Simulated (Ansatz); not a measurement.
Working through a search for lower mean-field states of CH4FSi, SMILES C[SiH]F

Computed with the Ansatz DFT code, driven from Python.

Input file `ch4fsi.xyz`:
```text
7

C    -0.66614    0.40083   -0.31031
Si    0.95524   -0.55339   -0.11366
F     0.64681   -1.76974    0.92613
H    -1.44276   -0.21544   -0.75600
H    -0.53629    1.27905   -0.93439
H    -1.02495    0.72958    0.66445
H     2.06809    0.12912    0.52378
```

Interactive session:
```pycon
>>> import warnings
>>> import ansatz as az
>>> import numpy as np
>>> BASIS = "6-31G*"
>>> XC = "pbe0"
>>> warnings.simplefilter("ignore", az.DeckWarning)
>>> geometry = az.Crystal.molecule_from_extxyz("ch4fsi.xyz")
>>> symbols = [site.symbol for site in geometry.cartesian_sites]
>>> start = np.array([site.position_ang for site in geometry.cartesian_sites])
>>> for factor in [1.0, 1.25, 1.6]:
...     xyz = (start - start.mean(axis=0)) * factor
...     scaled = az.Crystal.molecule()
...     for symbol, place in zip(symbols, xyz):
...         scaled = scaled.atom(symbol, place.tolist())
...     base = (
...         scaled.calculation()
...         .basis(gaussian=BASIS)
...         .functional(XC)
...         .spin("collinear", total=1)
...     )
...     for search in ("off", "standard"):
...         try:
...             report = base.scf(lower_state_search=search).run(threads=1, backend="cpu").report
...         except az.AnsatzError as error:
...             print(f"x{factor} search {search}: {type(error).__name__}")
...             continue
...         state = report["mean_field"]["state"]
...         print(f"all distances x{factor}, search {search:8s} E = {report['free_energy_ev']:.5f} eV  <S^2> = {abs(state['spin_squared']):.3f}  other states met: {len(report['mean_field']['others'])}")
...
all distances x1.0, search off      E = -11689.06138 eV  <S^2> = 0.751  other states met: 0
all distances x1.0, search standard E = -11689.06138 eV  <S^2> = 0.751  other states met: 0
all distances x1.25, search off      E = -11683.65498 eV  <S^2> = 0.757  other states met: 0
all distances x1.25, search standard E = -11683.65498 eV  <S^2> = 0.757  other states met: 0
all distances x1.6, search off      E = -11672.98702 eV  <S^2> = 0.903  other states met: 0
all distances x1.6, search standard E = -11672.98702 eV  <S^2> = 0.903  other states met: 6
```

Caveats:
- Total energies depend on the basis set; only differences at equal settings carry meaning.
- The count of other states can hold repeated and symmetry-equivalent ends of the search; scaling all distances is a test, and for more than two atoms no physical path.
- The structure is a rough, unrelaxed start.
- The run takes the species as open-shell (spin multiplicity 2), which needn't be its ground state.
- The expectation value of S² is noticeably off S(S+1) in at least one run, so that state is spin-contaminated.
- The whole script took 16 s on 1 thread of Arm Neoverse V1, with other jobs on the host, peak memory 0.2 GiB.
